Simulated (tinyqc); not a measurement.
RHF in the sto-6g basis, for HF, spin multiplicity 1, step by step. One step of it, computed by the program tinyqc.

Task: Iteration 2: building the Fock matrix. J_ij = sum D_kl (ij|kl), K_ij = sum D_kl (ik|jl); F = H + J - 0.5 K; E = tr D H + tr D J / 2 - 0.25 tr D K + E_nn.

D after iteration 1:
```
            1F 1s      1F 2s    1F 2px    1F 2py     1F 2pz      2H 1s
1F 1s    2.115225  -0.500223  0.000000  0.000000   0.010632   0.008944
1F 2s   -0.500223   2.193317  0.000000  0.000000  -0.091098  -0.083677
1F 2px   0.000000   0.000000  2.000000  0.000000   0.000000   0.000000
1F 2py   0.000000   0.000000  0.000000  2.000000   0.000000   0.000000
1F 2pz   0.010632  -0.091098  0.000000  0.000000   1.805936   0.227547
2H 1s    0.008944  -0.083677  0.000000  0.000000   0.227547   0.031092
```

core Hamiltonian H = T + V (hartree):
```
             1F 1s       1F 2s     1F 2px     1F 2py     1F 2pz      2H 1s
1F 1s   -41.070060   -9.159087   0.000000   0.000000  -0.019916  -2.508367
1F 2s    -9.159087  -11.028191   0.000000   0.000000  -0.217279  -4.833573
1F 2px    0.000000    0.000000  -8.808094   0.000000   0.000000   0.000000
1F 2py    0.000000    0.000000   0.000000  -8.808094   0.000000   0.000000
1F 2pz   -0.019916   -0.217279   0.000000   0.000000  -8.959768  -2.973632
2H 1s    -2.508367   -4.833573   0.000000   0.000000  -2.973632  -5.915435
```

Two-electron integrals (ij|kl) in chemists' order, unique and non-zero (hartree):
```
(11|11) 5.406240   (21|11) 0.768129   (21|21) 0.138909   (22|11) 1.266271
(22|21) 0.283987   (22|22) 0.926367   (31|31) 0.029452   (32|31) 0.044681
(32|32) 0.204753   (33|11) 1.266273   (33|21) 0.283987   (33|22) 0.926366
(33|33) 0.998085   (41|41) 0.029452   (42|41) 0.044681   (42|42) 0.204753
(43|43) 0.053789   (44|11) 1.266273   (44|21) 0.283987   (44|22) 0.926366
(44|33) 0.890506   (44|44) 0.998085   (51|51) 0.029452   (52|51) 0.044681
(52|52) 0.204753   (53|53) 0.053789   (54|54) 0.053789   (55|11) 1.266273
(55|21) 0.283987   (55|22) 0.926366   (55|33) 0.890506   (55|44) 0.890506
(55|55) 0.998085   (61|11) 0.223549   (61|21) 0.038711   (61|22) 0.077275
(61|33) 0.077137   (61|44) 0.077137   (61|51) 0.001667   (61|52) 0.003237
(61|55) 0.077552   (61|61) 0.010969   (62|11) 0.502431   (62|21) 0.114072
(62|22) 0.407576   (62|33) 0.402196   (62|44) 0.402196   (62|51) 0.008101
(62|52) 0.057727   (62|55) 0.418334   (62|61) 0.031700   (62|62) 0.210724
(63|31) 0.013455   (63|32) 0.074233   (63|53) 0.012386   (63|63) 0.033047
(64|41) 0.013455   (64|42) 0.074233   (64|54) 0.012386   (64|64) 0.033047
(65|11) 0.311557   (65|21) 0.071811   (65|22) 0.274194   (65|33) 0.262027
(65|44) 0.262027   (65|51) 0.018164   (65|52) 0.112657   (65|55) 0.298526
(65|61) 0.020971   (65|62) 0.173922   (65|65) 0.176385   (66|11) 0.603825
(66|21) 0.139586   (66|22) 0.566502   (66|33) 0.546697   (66|44) 0.546697
(66|51) 0.014228   (66|52) 0.135123   (66|55) 0.606113   (66|61) 0.039204
(66|62) 0.353540   (66|65) 0.339118   (66|66) 0.774999
```

nuclear repulsion = 5.80804256 hartree

Give: Coulomb J; exchange K; Fock matrix F; total energy of this density.

Result:

Coulomb J (hartree):
```
          1F 1s   1F 2s  1F 2px  1F 2py   1F 2pz   2H 1s
1F 1s   20.8767  3.7761  0.0000  0.0000  -0.0001  1.0573
1F 2s    3.7761  9.8801  0.0000  0.0000   0.0095  4.2519
1F 2px   0.0000  0.0000  9.8818  0.0000   0.0000  0.0000
1F 2py   0.0000  0.0000  0.0000  9.8818   0.0000  0.0000
1F 2pz  -0.0001  0.0095  0.0000  0.0000   9.8767  2.8177
2H 1s    1.0573  4.2519  0.0000  0.0000   2.8177  5.7571
```

exchange K (hartree):
```
          1F 1s    1F 2s  1F 2px  1F 2py   1F 2pz   2H 1s
1F 1s   11.1412   1.7965  0.0000  0.0000   0.0028  0.5354
1F 2s    1.7965   3.1970  0.0000  0.0000  -0.0004  1.3689
1F 2px   0.0000   0.0000  2.6621  0.0000   0.0000  0.0000
1F 2py   0.0000   0.0000  0.0000  2.6621   0.0000  0.0000
1F 2pz   0.0028  -0.0004  0.0000  0.0000   2.6071  0.8288
2H 1s    0.5354   1.3689  0.0000  0.0000   0.8288  0.9931
```

Fock matrix F (hartree):
```
           1F 1s    1F 2s   1F 2px   1F 2py   1F 2pz    2H 1s
1F 1s   -25.7640  -6.2813   0.0000   0.0000  -0.0214  -1.7188
1F 2s    -6.2813  -2.7465   0.0000   0.0000  -0.2076  -1.2661
1F 2px    0.0000   0.0000  -0.2573   0.0000   0.0000   0.0000
1F 2py    0.0000   0.0000   0.0000  -0.2573   0.0000   0.0000
1F 2pz   -0.0214  -0.2076   0.0000   0.0000  -0.3866  -0.5703
2H 1s    -1.7188  -1.2661   0.0000   0.0000  -0.5703  -0.6549
```

total energy of this density = -99.226978 hartree
